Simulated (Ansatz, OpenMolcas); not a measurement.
## How methods differ on AlH3O (AlH2(OH))

AlH3O has 5 atoms, charge 0, and is taken as a singlet. SMILES: `[H][Al]([H])[OH]`. The shape comes from GFN2-xTB, which is rough for such elements, and wasn't checked as a minimum.

Each level gives the vertical ionisation energy (to the doublet cation) (eV). The values are calculated.

```json
{"level": "HF/STO-3G", "kind": "Hartree–Fock", "program": "OpenMolcas", "value (eV)": "5.43", "CPU time (all runs)": "3.3 s"}
{"level": "HF/STO-3G, open shells restricted", "kind": "Hartree–Fock", "program": "OpenMolcas", "value (eV)": "5.49", "CPU time (all runs)": "3.5 s"}
{"level": "SVWN5/STO-3G", "kind": "LDA", "program": "Ansatz", "value (eV)": "6.41", "CPU time (all runs)": "3.1 s"}
{"level": "PBE/STO-3G", "kind": "GGA", "program": "OpenMolcas", "value (eV)": "6.44", "CPU time (all runs)": "10 s"}
{"level": "r2SCAN/STO-3G", "kind": "meta-GGA", "program": "Ansatz", "value (eV)": "6.56", "CPU time (all runs)": "9.1 s"}
{"level": "M06-2X/STO-3G", "kind": "hybrid meta-GGA", "program": "OpenMolcas", "value (eV)": "6.99", "CPU time (all runs)": "13 s"}
{"level": "wB97X/STO-3G", "kind": "range-separated hybrid", "program": "Ansatz", "value (eV)": "6.90", "CPU time (all runs)": "22 s"}
{"level": "RPA@PBE/STO-3G", "kind": "RPA", "program": "Ansatz", "value (eV)": "5.42", "CPU time (all runs)": "5.5 s"}
{"level": "MP2/STO-3G", "kind": "perturbation theory", "program": "Ansatz", "value (eV)": "5.77", "CPU time (all runs)": "0.46 s"}
{"level": "BCCD(T)/STO-3G", "kind": "coupled cluster or CI", "program": "Ansatz", "value (eV)": "5.65", "CPU time (all runs)": "0.99 s"}
```

The values span 5.42 to 6.99 eV. All rows use very small basis sets, so even the best lies far from the true value. Times are those of the runs behind each value, whatever else they computed, on shared processors of several kinds: orders of magnitude only.
